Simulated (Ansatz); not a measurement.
in.yaml

```yaml
crystal:
  periodic: [false, false, false]
  atoms:
    - {symbol: Al, position_ang: [0.000000, 0.000000, 0.349567]}
    - {symbol: Ga, position_ang: [0.000000, 0.000000, -2.320933]}
    - {symbol: H, position_ang: [0.000000, 0.000000, 1.971367]}
basis:
  gaussian: {orbitals: 6-31G}
magnetization: {spin_polarized: false, initial_magnetization: 1}
correlation: {method: fci, electrons: outside_noble_gas}
```

```sh
$ ansatz run in.yaml --threads 1 --pin off --events-out ev --progress --plain --max-ram 2393MiB
```

Log:

```
720 factors; integrals over basis functions are off by at most 8.6e-8 eV
mean field evaluation 1: about -58921.3301 eV, gradient 6.4e0 eV
mean field evaluation 2: about -58921.3485 eV, gradient 6.5e0 eV
mean field evaluation 4: about -58921.7764 eV, gradient 1.3e0 eV
mean field evaluation 8: about -58921.7996 eV, gradient 1.9e-1 eV
mean field evaluation 16: about -58921.6354 eV, gradient 2.8e0 eV
mean field evaluation 32: about -58921.8015 eV, gradient 1.2e-1 eV
mean field -58921.80195278 eV, -2165.3362831330 hartree, gradient 1.1e-6 eV, S^2 0.750000; 4 other end points of the search recorded, 0 dependent functions left out
mean field evaluation 64: about -58921.8265 eV, gradient 3.0e-2 eV
mean field evaluation 96: about -58921.8257 eV, gradient 3.2e-1 eV
19 core orbitals not correlated: weight in the atoms' cores, before any rotation towards them, 0.999 or more for the frozen orbitals, at most 0.000 for the correlated occupied ones
reference -58921.80195278 eV, -2165.3362831330 hartree; 4, 3 occupied and 21, 22 virtual orbitals, 720 factors
state -58924.10522737 eV, -2165.4209269129 hartree
Total energy: -58924.10522737 eV, -2165.4209269129 hartree
```

Natural occupations: 1.9588 1.9419 1.8818 0.9777 0.0686 0.0498 0.0479 0.0247 0.0197 0.0069 0.0065 0.0064 0.0045 0.0014 0.0014 0.0006 0.0005 0.0002 0.0002 0.0001 0.0001 0.0001 0.0000 0.0000.

Ran on 1 thread of Arm Neoverse V2, shared host: 1.8 min wall, 0.95 GiB peak host memory.
